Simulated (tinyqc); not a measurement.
Stretching all distances: RHF, UHF, MP2, CISD and CCSD against full CI in the sto-6g basis, for H3O+, spin multiplicity 1. Computed by the program tinyqc with PySCF. All coordinates are multiplied by the scale. c0^2 is the weight of the RHF determinant in the lowest singlet FCI state (UHF is spin-contaminated and may lie near states of higher spin) and n(LUMO) the first natural occupation beyond the occupied space.

Geometry (angstrom):
```
atom,x,y,z
O,0.0000,0.0000,0.3910
H,0.8680,0.0000,0.0000
H,-0.4340,0.7520,0.0000
H,-0.4340,-0.7520,0.0000
```

Full CI energy (hartree) and errors against it (kcal/mol):
```
scale,distance 1-2 (angstrom),E(FCI),RHF,UHF,MP2,CISD,CCSD,<S^2> UHF,c0^2,n(LUMO)
0.860,0.819,-75.93288,29.551,29.551,6.194,0.441,0.113,0.000,0.983,0.013
1.040,0.990,-76.10546,43.205,43.205,9.744,1.150,0.278,0.000,0.967,0.024
1.230,1.171,-76.06845,63.080,63.080,14.823,2.951,0.689,0.000,0.935,0.044
1.410,1.342,-75.96914,88.492,88.487,20.945,6.674,1.456,0.021,0.881,0.077
1.770,1.685,-75.76855,159.463,63.219,34.647,24.824,2.669,1.972,0.668,0.239
1.960,1.866,-75.69266,204.265,39.470,41.957,41.297,-3.686,2.339,0.499,0.372
```

Estimate the missing row, scale = 1.59.

Computed row:
```
scale  distance 1-2 (angstrom)     E(FCI)      RHF     UHF     MP2    CISD   CCSD  <S^2> UHF   c0^2  n(LUMO)
1.590                    1.514  -75.86202  120.889  87.068  27.879  13.654  2.530      1.360  0.793    0.142
```

UHF parts from RHF first at scale 1.41 of those listed, where <S^2> leaves zero. The weight c0^2 goes from 0.98 to 0.50 and n(LUMO) from 0.01 to 0.37: static correlation grows as the bonds break into open-shell fragments. The spread of the error along the curve, which distorts its shape, is CCSD 6.4, MP2 35.8, CISD 40.9, UHF 58.9, RHF 174.7 kcal/mol. Below FCI somewhere: CCSD, as non-variational methods may be. The table stops here: at scale 2.14 and beyond, the reference weight falls under 0.45 or RHF, UHF or CCSD hop between solutions, so those rows were left out and the spreads given cover only the rows shown. As computed, partly on other solutions, the errors there reach in size RHF 246, UHF 23, MP2 55, CISD 61, CCSD 24 kcal/mol.
